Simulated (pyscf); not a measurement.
PySCF, gas phase, ωB97X-D3(BJ)/def2-SVP geometries.

**Question.** Estimate the classical barrier height and the reaction energy of `[OH][W]([SH])([Cl])([Cl])([Cl])[Cl]` -> `[SH2]` + `[O]=[W]([Cl])([Cl])([Cl])[Cl]` at M06-2X/def2-TZVP. The step runs on the singlet surface, breaks S–W, H–O and forms H–S; take the reactant's lowest minimum found as zero.

**Answer.** ΔE‡ = 16.1 kcal/mol, ΔE = -13.6 kcal/mol. ωB97M-D3(BJ)/def2-TZVP gives 15.4 kcal/mol and -14.7 kcal/mol. Zero-point energy shifts the barrier by -2.8 kcal/mol. It is an elimination, with an imaginary mode of 1294i cm⁻¹. On the product side the descent ends in an adduct with a S–W contact, 5.8 kcal/mol under the separated species and 29.6 kcal/mol under the saddle at ωB97X-D3(BJ)/def2-TZVP. What is counted as broken (S–W) persists as a longer contact in the product adduct; parting that adduct is a step of its own. One saddle was located; it need not be the lowest between these sides. Elements past Kr carry the def2 core potentials, without spin-orbit coupling.
